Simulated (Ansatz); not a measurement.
# triplet BN: levels of theory in one basis

```xyz
2

B     0.0000    0.0000    0.0000
N     0.0000    0.0000    1.2169
```

Basis set: def2-SVP (spherical functions). Frozen core: 2 orbitals. Correlation on ROHF uses semicanonical orbitals with singles. Charge 0, multiplicity 3.

Computed with Ansatz (development build ahead of 0.2.0); each method stands on the lowest determinant of its kind that the runs found.

```tsv
method	E − E(ROHF) (eV)	<S²> of the determinant
ROHF	0.00	–
UHF	-0.09	2.02
ROHF-MP2	-4.74	–
UHF-MP2	-4.71	2.02
ROHF-CCSD(T)	-5.45	–
UHF-CCSD(T)	-5.45	2.02
```

Caution: another spin multiplicity may lie lower.
